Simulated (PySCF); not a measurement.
**NaP+: bond curves at several levels of theory**

What are the lowest state that PBE0 finds, the bond length, vibrational wavenumber and bond energy of NaP+, and how much do these hang on the method?

Computed with PySCF 2.14.0. Level: Na pcseg-2, P pcseg-2, no relativity.

## (1) The job

Settings of the job:

```
atoms                         : Na, P
charge                        : 1
basis                         : Na pcseg-2, P pcseg-2
Hamiltonian                   : no relativity
basis functions               : 53
electrons treated             : 25
masses in u                   : 22.9898, 30.9738
levels                        : PBE0, PBE, r²SCAN, M06-L, r²SCAN0, M06-2X, HF, MP2, SCS-MP2, CCSD, CCSD(T)
grid                          : 80 radial by 434 angular points
occupations                   : held fixed by the projection of orbital angular momentum
dissociation limit            : Na+ + P, each in its ground configuration
starting distance in angstrom : 2.740
values of 2S to try           : 1, 3
```

Command:

```console
$ OMP_NUM_THREADS=1 python dia.py task.json out
```

The runs that follow: First curve: PBE0; Excited determinants; PBE (GGA); r²SCAN (meta-GGA); M06-L; r²SCAN0 (hybrid meta-GGA); M06-2X (hybrid meta-GGA); UHF (mean field); MP2 and coupled cluster.

Before running it: what results should come out? Wanted: for each run, Re; ωe; De; μ.

**Answer**, as computed:

Lowest PBE0 solution found, without spin–orbit coupling: ⁴Σ⁻ (quartet), unpaired electrons σ ↑, π ↑↑. State 2 has its PBE0 minimum 0.65 eV higher, as a spin-mixed determinant (⟨S²⟩ = 1.77), so this is no gap between pure states. State 3 has its PBE0 minimum 0.68 eV higher, as a spin-mixed determinant (⟨S²⟩ = 1.76), so this is no gap between pure states. State 4 has its PBE0 minimum 1.34 eV higher. The other levels ran on the lowest alone.

```csv
level,Re (Å),ωe (cm⁻¹),De (eV),μ (D)
UHF,3.116,121.8,0.172,-7.09
UHF-MP2,3.025,138.5,0.213,n/a
UHF-SCS-MP2,3.038,136.1,0.203,n/a
UHF-CCSD,3.013,141.2,0.218,n/a
UHF-CCSD(T),3.005,143.0,0.224,n/a
PBE,3.051,131.3,0.252,-6.58
r²SCAN,3.052,130.5,0.214,-6.77
M06-L,3.074,122.5,0.172,-7.00
PBE0,3.041,132.4,0.228,-6.67
r²SCAN0,3.042,132.0,0.210,-6.77
M06-2X,2.978,143.1,0.240,-6.48
```

De is counted to Na+ + P in their ground configurations. A positive dipole points from Na to P; in an ion it is taken about the centre of mass and does not tell which atom is negative.

**Reading.** The methods spread over 0.137 Å in bond length, from M06-2X to UHF. CCSD(T) can't serve as the judge here: for a weak bond in this basis it is far from its limit. Of the levels with a De here, UHF gives the least (0.172 eV) and PBE the most (0.252 eV).

Correlated steps freeze 6 core orbitals. The bond is weak, and basis-set superposition, which was not computed, may be a sizeable part of it.
